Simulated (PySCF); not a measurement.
Molecule: SMILES CC1=C(F)C1, C₄H₅F.

Numbering as in the mapped SMILES `[CH3:1][C:2]1=[C:3]([F:4])[CH2:5]1`. Hydrogens are named by the atom that carries them.

Geometry PBE0-D3(BJ)/def2-SVP throughout; GIAO in PySCF 2.14, gas phase, one conformer, non-relativistic; equivalent atoms averaged; basis pcSseg-2.

Question: How do the shifts δ (against TMS, CFCl3 at the same level) depend on the functional? (ppm; last column core-seconds on 1 thread of an Arm Neoverse N1, shared host; the GGAs took longer than the global hybrids here, which isn't the general rule, and the cause wasn't traced)

Answer: 
| functional | kind | C3 | C2 | C5 | C1 | F4 | H(C1) | H(C5) | core-s |
| --- | --- | --- | --- | --- | --- | --- | --- | --- | --- |
| HF | Hartree–Fock | 141.7 | 83.5 | 17.6 | 9.5 | -126.4 | 1.91 | 1.91 | 23 |
| LDA | LDA | 153.5 | 84.3 | 27.4 | 8.5 | -178.7 | 1.85 | 2.03 | 42 |
| PBE | GGA | 148.7 | 80.8 | 26.8 | 10.2 | -171.0 | 1.88 | 2.02 | 50 |
| BLYP | GGA | 149.5 | 81.5 | 26.7 | 10.4 | -171.4 | 1.93 | 2.06 | 52 |
| BP86 | GGA | 148.4 | 80.5 | 26.7 | 10.4 | -171.9 | 1.88 | 2.02 | 50 |
| OPBE | GGA | 143.1 | 77.6 | 26.9 | 11.2 | -161.2 | 1.84 | 1.99 | 52 |
| KT2 | GGA | 142.3 | 75.3 | 27.4 | 10.6 | -178.8 | 1.90 | 2.11 | 52 |
| KT3 | GGA | 140.2 | 74.9 | 27.1 | 11.4 | -168.7 | 1.92 | 2.10 | 52 |
| B97-D | GGA | 144.6 | 78.3 | 26.2 | 11.0 | -165.5 | 1.92 | 2.04 | 50 |
| B3LYP | global hybrid | 148.9 | 83.2 | 24.8 | 10.1 | -159.3 | 1.92 | 2.01 | 41 |

Question: Which nucleus moves most, in ppm?

Answer: F4 (vinylic fluorine): from -178.8 ppm with KT2 to -126.4 ppm with HF. The smallest spread is 0.09 ppm, at H(C1). Proton shifts span only some 12 ppm, so a few tenths of a ppm matter as much there as several ppm in carbon.
